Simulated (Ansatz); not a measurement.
# A ladder of methods for C2H6Si (SMILES C[Si]C)

The species is C2H6Si (9 atoms), meant as a singlet with charge 0. SMILES: `C[Si]C`. The shape was relaxed beforehand at r2SCAN/def2-SVP.

Quantity: the adiabatic ionisation energy (to the doublet cation, shapes relaxed at r2SCAN/def2-SVP, no zero-point term), in eV. The values are calculated.

| level | kind | program | value (eV) | CPU time (all runs) |
| --- | --- | --- | --- | --- |
| HF/def2-TZVP | Hartree–Fock | Ansatz | 6.64 | 2.9 s |
| PBE/def2-TZVP | GGA | Ansatz | 7.54 | 6.3 s |
| B3LYP/def2-TZVP | global hybrid | Ansatz | 7.68 | 8.4 s |
| wB97M-V/def2-TZVP | range-separated hybrid | Ansatz | 7.73 | 30 s |
| MP2/def2-TZVP | perturbation theory | Ansatz | 7.58 | 5 s |

The values span 6.64 to 7.73 eV. Times are those of the runs behind each value, whatever else they computed, on shared processors of several kinds: orders of magnitude only.
